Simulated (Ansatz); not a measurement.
Rock-salt SnTe (cubic form, which distorts at low temperature), treated with PBEsol-D3(BJ) (plane waves, PAW; Ansatz, a quantum-chemistry and plane-wave program).

Run with plane-wave cutoff 520 eV, 10×10×10 k mesh, Fermi–Dirac smearing 0.01 eV, scalar-relativistic PAW data made under PBE.

Computed points:

| V (Å³/atom) | E − E_lowest (meV/atom) |
|---|---|
| 27.995 | 19.64 |
| 28.591 | 8.41 |
| 29.186 | 2.03 |
| 29.782 | 0.00 |
| 30.378 | 1.87 |
| 30.973 | 7.22 |
| 31.569 | 15.71 |

Problem. Estimate the bulk modulus and its pressure derivative from these points.

Solution. V0 = 29.784 Å³/atom, B0 = 52.3 GPa, B′ = 4.5 (fit to the energies at full precision).

Measured, for comparison: bulk modulus 37.8 GPa (temperature not stated, no zero-point or thermal correction; as tabulated in Toher et al. (2017), arXiv:1611.05714); equilibrium volume per atom 31.50 Å³/atom (room temperature, no zero-point or thermal correction; as tabulated in Maiti et al. (2022), arXiv:2109.01420). Computed (rounded) less measured: bulk modulus +38 %, equilibrium volume per atom -5.5 %.

Note: symmetry holds this phase in the static calculation, where it need not be a minimum.

Spin–orbit coupling is not included.
